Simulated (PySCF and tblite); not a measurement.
Values are calculated unless marked as measured or tabulated.
Pyramidal inversion: stationary points, barriers and rates

System: C5H7N, numbered as in [CH:1]#[C:2][C@@H:3]1[CH2:4][N:5]1[CH3:6].

Motion: pyramidal inversion at N5. Geometries: PBE0-D3(BJ)/def2-SVP; energies: B3LYP/pcSseg-1 + D3(BJ); zero-point and thermal terms from GFN2-xTB harmonic modes (soft modes blended into free rotors). Rates follow Eyring's equation with the number of equivalent paths and no tunnelling. Programs: tblite and PySCF.

| point | symmetry | E(GFN2) kcal/mol | E(DFT) kcal/mol | ZPE change kcal/mol | lowest mode cm⁻¹ | dipole D |
| --- | --- | --- | --- | --- | --- | --- |
| start | C1 | 0.0 | 0.0 | 0.00 | 132 | 0.98 |
| saddle | C1 | 15.7 | 16.3 | -1.29 | 362i | 0.79 |
| end | C1 | 0.5 | 0.2 | -0.10 | 134 | 1.55 |

* Electronic barrier: 16.3 kcal/mol
* Barrier with zero-point energy: 15.0 kcal/mol
* ΔH‡ (298 K): 15.0 kcal/mol
* ΔS‡ (298 K, symmetry apart): 0.6 cal/(mol K)
* Paths: 1 equivalent path
* End point: a different minimum
* Mean lifetime of the start against this motion at 298 K: 11 ms
* Cost: 3.5 min on 1 thread of Intel Xeon 6975P-C, shared host (rough), peak memory 0.66 GiB, launched as `OMP_NUM_THREADS=1 python ens_run.py task.json out`

```
T/K  ΔG‡ kcal/mol    k s⁻¹  ΔG kcal/mol  k back s⁻¹
150          14.8  8×10⁻¹⁰          0.1    1.3×10⁻⁹
200          14.8  0.00029          0.1     0.00041
250          14.8     0.64          0.1        0.84
298          14.8       93          0.1         116
350          14.8     4290          0.1        5110
400          14.8  6.7×10⁴          0.1     7.7×10⁴
500          14.9  3.1×10⁶          0.1     3.4×10⁶
```

ΔG and ΔG‡ leave out symmetry numbers and mirror images; rates count paths: 1 out, 1 back.
